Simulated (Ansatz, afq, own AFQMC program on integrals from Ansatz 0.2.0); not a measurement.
## CHB⁺, doublet: AFQMC among the cluster methods

```yaml
atoms:
  - { symbol: B, position_ang: [0.0000, 0.0000, 0.0957] }
  - { symbol: C, position_ang: [0.0000, 0.0000, -1.3685] }
  - { symbol: H, position_ang: [0.0000, 0.0000, 1.2728] }
```

Connectivity, by distances: BH–C.

Basis cc-pVTZ. Noble-gas cores (and the filled d shells of Ga–Kr and In–Xe) are frozen. Ansatz 0.2.0 and our own AFQMC program on the same integrals; the CISD trial comes from CCSD amplitudes, and released means the phaseless constraint is let go. Error bars are statistical, one sigma.

Determinant: ROHF, the one that the program's search chose, which needn't be the lowest solution. The geometry is a PBE0/def2-TZVP stationary point of this or a neighbouring charge and spin state.

No full CI on the walks' own integrals is used here; CCSDT(Q) serves as the reference and is uncertain by about the last step of the cluster series.

Cautions: higher spins were not checked; a spin-contaminated unrestricted determinant lies lower (UHF 880 meV lower, ⟨S²⟩ 1.60); the released energies have errors that jump between times, so the bars are unsure, so no released level is given (meV from the phaseless value at times in 1/Eh: -12 ± 4 at 0.24, -43 ± 26 at 0.51, -7 ± 19 at 0.99, -32 ± 4 at 1.62, -31 ± 6 at 2.40); CCSDT(Q) on the UHF determinant differs (1.20 eV lower), perhaps since the unrestricted series falls towards higher spin.

The T1 diagnostic is 0.0163 and the weight of the determinant in the CISD state is 0.893. The size of the correlated space is 7 electrons in 72 orbitals.

| level | correlation energy (eV) |
| --- | --- |
| MP2 | -4.0591 |
| CCSD | -5.0334 |
| CCSD(T) | -5.2006 |

Task: Estimate where phaseless AFQMC with a CISD trial lies against CCSD(T) on the same integrals.

Result: 1.57 ± 0.16 mEh below CCSD(T).

Reference: CCSDT(Q), correlation energy -5.251 eV.

| level | E − E(reference) (mEh) | share of correlation (%) |
| --- | --- | --- |
| CCSD(T) | 1.84 | 99.05 |
| CCSDT | 0.28 | 99.86 |
| ph-AFQMC/CISD | 0.27 ± 0.16 | 99.86 |

A walk keeps the symmetry of its determinant, which the program's search chose and which needn't be the lowest solution, so a lower state of the same spin and another symmetry isn't excluded.
